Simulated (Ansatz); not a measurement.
**C3H4 (singlet): from Hartree-Fock to the top rungs, 6-31G***

One table from this session's results is given with a row withheld; the runs are named, their logs left out.

Computed with Ansatz 0.2.0, Gaussian basis. Level: 6-31G*, core rule «outside noble gas», up to 3 orbitals frozen.

The runs, in order: UHF; CCSD(T) on RHF; CCSD(T) on UHF; BCCD(T) on RHF; CISD; CCSDT(Q) on RHF; CCSDT(Q) on UHF; CASSCF and MRCISD+Q, 8 electrons in 8 orbitals; CASSCF and NEVPT2, 8 electrons in 8 orbitals.

10 further runs of the same task are left out: 1 that didn't finish, 9 set aside as unsound or not needed.

**What is computed**

The geometry is an MP2(full)/6-31G* stationary point (not a proven minimum).

7 atoms, charge 0, spin multiplicity 1.

Atoms are counted from 1 here; the program's logs count them from 0.

Bond lengths: C1–C2 1.311 Å, C1–C3 1.311 Å, C2–H4 1.086 Å, C2–H5 1.086 Å, C3–H6 1.086 Å, C3–H7 1.086 Å. Angles: C2–C1–C3 180.0°, C1–C2–H4 121.4°, C1–C2–H5 121.4°, H4–C2–H5 117.2°, C1–C3–H6 121.4°, C1–C3–H7 121.4°, H6–C3–H7 117.2°.

Set-up of the first run:

in.yaml reads:

```yaml
crystal:
  periodic: [false, false, false]
  atoms:
    - {symbol: C, position_ang: [0.000000, 0.000000, 0.000000]}
    - {symbol: C, position_ang: [0.000000, 0.000000, 1.311190]}
    - {symbol: C, position_ang: [0.000000, 0.000000, -1.311190]}
    - {symbol: H, position_ang: [0.000000, 0.926778, 1.876642]}
    - {symbol: H, position_ang: [0.000000, -0.926778, 1.876642]}
    - {symbol: H, position_ang: [0.926778, 0.000000, -1.876642]}
    - {symbol: H, position_ang: [-0.926778, 0.000000, -1.876642]}
basis:
  gaussian: {orbitals: "6-31G*"}
magnetization: {spin_polarized: true, initial_magnetization: 0}
hamiltonian: {xc: hf}
output: {orbitals: {seedname: orbitals}}
```

On the command line:

```bash
$ ansatz run in.yaml --threads 1 --pin off --events-out ev --progress --plain --max-ram 4160MiB --backend cpu
```

Steps of the session up to this table: UHF; CCSD(T) on RHF; CCSD(T) on UHF; BCCD(T) on RHF; CISD; CCSDT(Q) on RHF; CCSDT(Q) on UHF; CASSCF and MRCISD+Q, 8 electrons in 8 orbitals; CASSCF and NEVPT2, 8 electrons in 8 orbitals.

One of the session's tables, all rows but one given; the rest of the session is left out.

It belongs to the step «Misses and costs». 

```
           method  from RCCSDT(Q) (kcal/mol)
              RHF                    +266.35
              UHF                    +266.32
             RMP2                     +31.66
             CISD                     +38.83
            RCCSD                     +11.15
         RCCSD(T)                      +1.08
          BCCD(T)                      +1.02
           RCCSDT                          ?
        RCCSDT(Q)                          0
  CASSCF frontier                    +195.40
  NEVPT2 frontier                     +33.70
  MRCISD frontier                     +19.87
MRCISD+Q frontier                      +2.78
```

**Question.** Estimate the row for RCCSDT.

As computed: from RCCSDT(Q) (kcal/mol): +0.56. In the column «from RCCSDT(Q) (kcal/mol)» it lies between RCCSDT(Q) (0) and BCCD(T) (+1.02).

Caveats from the session: Warnings: restricted reference is unstable.
